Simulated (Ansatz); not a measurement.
A calculation on rock-salt HfN returned lattice constant a 4.499 Å, bulk modulus 284 GPa.

For reference: lattice constant a 4.524 Å (measured, room temperature, no zero-point or thermal correction; as tabulated in Seo, Lee, Wen, Petrov, Greene, Gall, J. Appl. Phys. 96, 878 (2004)); bulk modulus 260 GPa (measured, room temperature, not corrected to a static lattice, our sources range from 260 to 306; as tabulated in Synthesis of Binary Transition Metal Nitrides, Carbides and Borides from the …).

Which level of theory produced these numbers?
(A) PBE (Ansatz, an electronic-structure program)
(B) r²SCAN (Ansatz)
(C) LDA (Ansatz)
(D) PBEsol+SOC (Ansatz)

D, PBEsol+SOC (Ansatz)

The others give: r²SCAN 4.525 Å, 282 GPa; PBE 4.547 Å, 263 GPa; LDA 4.468 Å, 302 GPa.

Unless a cell is named, each level is at its own relaxed cell (LDA 11.15, PBE 11.76, PBEsol+SOC 11.38, r²SCAN 11.58 Å³/atom).

Ansatz's density-functional and Hartree–Fock values are scalar-relativistic unless marked +SOC, with PAW data made under PBE.
